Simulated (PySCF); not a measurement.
Species: CH₃PSi.
Geometry (GFN2-xTB, Å), atoms numbered from 1 in this order:
```xyz
6
CH3PSi angstrom
Si    -0.6490   -0.0163   -0.0081
C      1.1975    0.0313    0.0054
P      2.7583    0.0700    0.0156
H     -1.1286    1.2148   -0.6414
H     -1.0662   -1.1943   -0.7732
H     -1.1089   -0.1034    1.3801
```

Computed with TDDFT CAM-B3LYP/def2-SVPD, vertical, gas phase, core orbitals frozen in the response (PySCF 2.14.0, density-fitted response routines).

Frontier orbitals with the atoms that hold most of them (Löwdin shares over 4%, at most four atoms):

```tsv
orbital	ε (eV)	atoms
LUMO+2	1.13	Si1 53%, C2 15%, P3 10%, H6 7%
LUMO+1	-0.55	P3 51%, C2 36%, Si1 8%
LUMO	-0.55	P3 51%, C2 36%, Si1 8%
HOMO	-9.14	C2 46%, P3 40%, Si1 8%
HOMO-1	-9.14	C2 46%, P3 40%, Si1 8%
HOMO-2	-10.89	P3 56%, C2 27%, Si1 11%
HOMO-3	-11.78	Si1 41%, H4 30%, H5 11%, C2 8%
```

Within 0.005 eV of a neighbour in this list lie HOMO-1/HOMO and LUMO/LUMO+1 (point group found: C3v); within a degenerate set the shares of single atoms can hang on how the components are chosen.

Question: How does S1 compare with the orbital gap of 8.59 eV?

Answer: S1 is at 4.03 eV (f = 0.0000), 4.56 eV below the gap, made of HOMO-1/HOMO→LUMO/LUMO+1 (≥84%). Without the coupling terms of the response equations the lowest excitation would equal the gap.

Next come S2 at 4.39 eV (f 0.0003), HOMO-1/HOMO→LUMO/LUMO+1 (≥90%); S3 at 4.39 eV (f 0.0003), HOMO-1/HOMO→LUMO/LUMO+1 (≥90%); S4 at 6.42 eV (f 0.010), HOMO-2→LUMO/LUMO+1 (≥96%); S5 at 6.42 eV (f 0.010), HOMO-2→LUMO/LUMO+1 (≥96%).

Orbitals of the list HOMO-3 to LUMO+2 that lie within 0.01 eV of each other are written together with a slash and their weights summed (≥ marks a lower bound); for degenerate orbitals outside that list single weights are arbitrary.

Löwdin shares depend on the basis, the more so with diffuse functions.

Hardware: one thread, Arm Neoverse V1 (aarch64), shared host with 64 logical CPUs at a one-minute load of 15. Cost: 5.2 s (grids of density and orbitals included), 0.38 GiB resident at most.
